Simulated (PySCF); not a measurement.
PySCF input (M06-2X/6-31G* (5d)):

```python
from pyscf import gto, dft

mol = gto.M(
    atom='''
    C     1.52399082    0.64641529   -0.00531841
    C     0.00641875    0.75859448    0.00504775
    S    -0.88739644   -0.80741437    0.00020570
    H    -0.35075465    1.31075033    0.88086873
    H    -0.36177463    1.32241875   -0.85869246
    H     1.98165574    1.63922735   -0.00155821
    H     1.87896306    0.10217541    0.87023868
    H     1.86779611    0.11399946   -0.89252405
    ''',
    basis='6-31g*',
    charge=0,
    spin=1,
    verbose=4,
)

mf = dft.UKS(mol, xc='m062x')
mf.grids.level = 4
mf.conv_tol = 1e-9
mf.max_cycle = 100
mf.max_memory = 1500
mf.kernel()
if not mf.converged:
    mf = mf.newton()
    mf.kernel(mf.make_rdm1())
mo, _, stable, _ = mf.stability(return_status=True)
if not stable:
    mf.kernel(mf.make_rdm1(mo, mf.mo_occ))
    stable = mf.stability(return_status=True)[2]
mf.dip_moment()
```

Output:

```
PySCF version 2.14.0

[INPUT] verbose = 4
[INPUT] num. atoms = 8
[INPUT] num. electrons = 33
[INPUT] charge = 0
[INPUT] spin (= nelec alpha-beta = 2S) = 1
[INPUT] symmetry False subgroup None
[INPUT] Mole.unit = angstrom
[INPUT] Symbol           X                Y                Z      unit          X                Y                Z       unit  Magmom
[INPUT]  1 C      1.523990820000   0.646415290000  -0.005318410000 AA    2.879925266151   1.221547860831  -0.010050338318 Bohr   0.0
[INPUT]  2 C      0.006418750000   0.758594480000   0.005047750000 AA    0.012129679562   1.433535806807   0.009538865045 Bohr   0.0
[INPUT]  3 S     -0.887396440000  -0.807414370000   0.000205700000 AA   -1.676936235514  -1.525792028338   0.000388716664 Bohr   0.0
[INPUT]  4 H     -0.350754650000   1.310750330000   0.880868730000 AA   -0.662830225418   2.476959141383   1.664600651393 Bohr   0.0
[INPUT]  5 H     -0.361774630000   1.322418750000  -0.858692460000 AA   -0.683654969516   2.499009259490  -1.622693574629 Bohr   0.0
[INPUT]  6 H      1.981655740000   1.639227350000  -0.001558210000 AA    3.744786621772   3.097690747397  -0.002944590145 Bohr   0.0
[INPUT]  7 H      1.878963060000   0.102175410000   0.870238680000 AA    3.550725581575   0.193083541565   1.644512768203 Bohr   0.0
[INPUT]  8 H      1.867796110000   0.113999460000  -0.892524050000 AA    3.529623104428   0.215427757748  -1.686626014088 Bohr   0.0

nuclear repulsion = 97.9671946674416
number of shells = 30
number of NR pGTOs = 125
number of NR cGTOs = 56
basis = 6-31g*
ecp = {}

******** <class 'pyscf.dft.uks.UKS'> ********
method = UKS
initial guess = minao
damping factor = 0
level_shift factor = 0
DIIS = <class 'pyscf.scf.diis.CDIIS'>
diis_start_cycle = 1
diis_space = 8
diis_damp = 0
SCF conv_tol = 1e-09
SCF conv_tol_grad = None
SCF max_cycles = 100
direct_scf = True
direct_scf_tol = 1e-13
number electrons alpha = 17  beta = 16
XC library pyscf.dft.libxc version 7.1.2
    S. Lehtola, C. Steigemann, M. J. T. Oliveira, and M. A. L. Marques,  SoftwareX 7, 1–5 (2018)
XC functionals = m062x
    Y. Zhao and D. G. Truhlar,  Theor. Chem. Acc. 120, 215 (2008)
    Y. Zhao and D. G. Truhlar,  Theor. Chem. Acc. 120, 215 (2008)
radial grids:
    Treutler-Ahlrichs [JCP 102, 346 (1995); DOI:10.1063/1.469408] (M4) radial grids

becke partition: Becke, JCP 88, 2547 (1988); DOI:10.1063/1.454033
pruning grids: <function nwchem_prune>
grids dens level: 4
symmetrized grids: False
atomic radii adjust function: <function treutler_atomic_radii_adjust>
small_rho_cutoff = 0
Set gradient conv threshold to 3.16228e-05
tot grids = 164448
init E= -477.407513039535
  alpha nocc = 17  HOMO = -0.270235341235502  LUMO = 0.0252091574494582
  beta  nocc = 16  HOMO = -0.278111514362548  LUMO = -0.270235341235501

WARN: HOMO -0.270235341235502 >= LUMO -0.270235341235501

cycle= 1 E= -477.258550660026  delta_E= 0.149  |g|= 0.153  |ddm|= 1.73
  alpha nocc = 17  HOMO = -0.270359151760837  LUMO = 0.100834290660094
  beta  nocc = 16  HOMO = -0.255394671337995  LUMO = -0.0955360425670753
  HOMO = -0.255394671338  LUMO = -0.0955360425671  gap/eV = 4.34997
cycle= 2 E= -477.273395899387  delta_E= -0.0148  |g|= 0.114  |ddm|= 0.321
  alpha nocc = 17  HOMO = -0.295017314261872  LUMO = 0.10143059860684
  beta  nocc = 16  HOMO = -0.27842171198596  LUMO = -0.108170187130912
  HOMO = -0.278421711986  LUMO = -0.108170187131  gap/eV = 4.63278
cycle= 3 E= -477.280663325818  delta_E= -0.00727  |g|= 0.0234  |ddm|= 0.145
  alpha nocc = 17  HOMO = -0.30005691474646  LUMO = 0.0985827049844028
  beta  nocc = 16  HOMO = -0.282177455263956  LUMO = -0.105239410586558
  HOMO = -0.282177455264  LUMO = -0.105239410587  gap/eV = 4.81473
cycle= 4 E= -477.281249285139  delta_E= -0.000586  |g|= 0.011  |ddm|= 0.0387
  alpha nocc = 17  HOMO = -0.298226338082439  LUMO = 0.101352729264045
  beta  nocc = 16  HOMO = -0.279870265415353  LUMO = -0.101124159002118
  HOMO = -0.279870265415  LUMO = -0.101124159002  gap/eV = 4.86393
cycle= 5 E= -477.281366779531  delta_E= -0.000117  |g|= 0.00357  |ddm|= 0.0176
  alpha nocc = 17  HOMO = -0.298339447290044  LUMO = 0.101023750961532
  beta  nocc = 16  HOMO = -0.279745324579155  LUMO = -0.100614960602227
  HOMO = -0.279745324579  LUMO = -0.100614960602  gap/eV = 4.87439
cycle= 6 E= -477.281381741978  delta_E= -1.5e-05  |g|= 0.00133  |ddm|= 0.00629
  alpha nocc = 17  HOMO = -0.298778529915248  LUMO = 0.10085297916129
  beta  nocc = 16  HOMO = -0.280115525035256  LUMO = -0.100915125469476
  HOMO = -0.280115525035  LUMO = -0.100915125469  gap/eV = 4.87629
cycle= 7 E= -477.281383461141  delta_E= -1.72e-06  |g|= 0.000279  |ddm|= 0.00271
  alpha nocc = 17  HOMO = -0.298695870131137  LUMO = 0.10089185927945
  beta  nocc = 16  HOMO = -0.280021062551593  LUMO = -0.100823887262866
  HOMO = -0.280021062552  LUMO = -0.100823887263  gap/eV = 4.87620
cycle= 8 E= -477.281383546572  delta_E= -8.54e-08  |g|= 8.81e-05  |ddm|= 0.000629
  alpha nocc = 17  HOMO = -0.298718318619557  LUMO = 0.100883574881321
  beta  nocc = 16  HOMO = -0.280037901964855  LUMO = -0.100834355984613
  HOMO = -0.280037901965  LUMO = -0.100834355985  gap/eV = 4.87638
cycle= 9 E= -477.281383555086  delta_E= -8.51e-09  |g|= 2.11e-05  |ddm|= 0.000196
  alpha nocc = 17  HOMO = -0.298717743620873  LUMO = 0.100882468159539
  beta  nocc = 16  HOMO = -0.280036036949948  LUMO = -0.100835223764359
  HOMO = -0.28003603695  LUMO = -0.100835223764  gap/eV = 4.87630
cycle= 10 E= -477.281383555919  delta_E= -8.34e-10  |g|= 5.55e-06  |ddm|= 7.14e-05
  alpha nocc = 17  HOMO = -0.29871771964842  LUMO = 0.100883028220815
  beta  nocc = 16  HOMO = -0.280035719924407  LUMO = -0.100835058922371
  HOMO = -0.280035719924  LUMO = -0.100835058922  gap/eV = 4.87630
Extra cycle  E= -477.281383555969  delta_E= -4.99e-11  |g|= 2.86e-06  |ddm|= 1.51e-05
converged SCF energy = -477.281383555969  <S^2> = 0.75266511  2S+1 = 2.0026633
uhf_internal: lowest eigs of H = [0.00603437 0.25261341 0.42426308]
<class 'pyscf.dft.uks.UKS'> wavefunction is stable in the internal stability analysis
Dipole moment(X, Y, Z, Debye):  0.90999,  1.58254,  0.00485
```
